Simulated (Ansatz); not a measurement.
Species: C₂H₃O (charge -1, singlet). It need not be the lowest isomer of its formula. Whether it binds its extra electron was not tested at this geometry. 
Structure (B3LYP-D3(BJ)/def2-TZVP (Ansatz, a quantum-chemistry and plane-wave program) minimum search):
SMILES: C[C-]=O
```xyz
6

O      1.1831     0.3457     0.0022
C     -0.0156     0.6488    -0.0069
C     -0.9595    -0.6436     0.0020
H     -0.3823    -1.5883     0.0148
H     -1.6200    -0.5948     0.8793
H     -1.6112    -0.6134    -0.8826
```
Charge -1, spin multiplicity 1.

Basis-set convergence of Hartree-Fock and MP2 correlation energies (hartree) with Ansatz. Correlated levels leave the core frozen unless marked. No spin-orbit coupling. Non-relativistic.

The T1 diagnostic of CCSD in the largest basis is 0.029, which is high, so the coupled-cluster rows are less sure than usual.

| basis | functions | E(HF) | E(corr, MP2) |
|---|---|---|---|
| aug-cc-pVDZ | 96 | -152.28832 | -0.49419 |
| aug-cc-pVTZ | 207 | ___ | ___ |

### Question
Fill in the missing entries.

### Answer

- aug-cc-pVTZ, E(HF): -152.32376
- aug-cc-pVTZ, E(corr, MP2): -0.59218
